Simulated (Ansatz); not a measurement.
`[F][AlH][PH2]` + `O[SiH3]` → `[SiH3]OP` + `[F][AlH2]` at 400 K and 1 bar (cleavage of the P–Al bond).

Calculated with Ansatz (gas phase, PBE0-D4/def2-TZVP geometries, no zero-point term in ΔE). CBS: MP2 limit from def2 TZ/QZ plus the TZ coupled-cluster correction, frozen cores. This one scheme is used for every species. Each species was taken in one conformer, which may not be the lowest.

```tsv
species	CCSD(T)/CBS energy (Eh)	H − E (kJ/mol)	S (J/(mol·K))
`[F][AlH][PH2]`	-684.62569	94.4	330.2
`O[SiH3]`	-366.69042	120.0	276.4
`[SiH3]OP`	-708.22479	150.5	350.7
`[F][AlH2]`	-343.06661	56.6	256.1
```

H − E and S are ideal-gas, rigid-rotor, harmonic terms from PBE0-D4/def2-TZVP, for one conformer and one mirror image of each species. 1 Eh = 2625.50 kJ/mol, R = 8.31446 J/(mol·K).

By hand: ΔE, ΔH, ΔS and ΔG.

ΔE = (-708.22479) + (-343.06661) − (-684.62569) − (-366.69042) = 0.02471 Eh = 64.9 kJ/mol. Δ(H − E) = 150.5 + 56.6 − 94.4 − 120.0 = -7.3, so ΔH = 57.6 kJ/mol. ΔS = 350.7 + 256.1 − 330.2 − 276.4 = 0.2 J/(mol·K). ΔG = 57.6 − 400 × (0.2)/1000 = 57.5 kJ/mol.

By hand: the equilibrium constant, and the temperature at which ΔG would vanish if ΔH and ΔS stayed fixed.

log₁₀ K = −ΔG/(RT ln 10) = -7.5. ΔG = 0 at ΔH/ΔS = 288000 K, far beyond where these terms or the molecules hold.

The number of gas molecules stays the same, so ΔS is small and ΔH decides. A doubt of 5 kJ/mol in ΔE shifts log₁₀ K by 0.7 here. Other conformers and mirror images would add mixing entropy, several J/(mol·K) or more a flexible species. Modes under 60 cm⁻¹, often nearly free rotors, make the harmonic entropy too high. These are equilibria of isolated gas molecules and say nothing of rates. Largest T1 diagnostic: 0.014 (customary marks: 0.02 for closed shells, 0.045 for open ones).
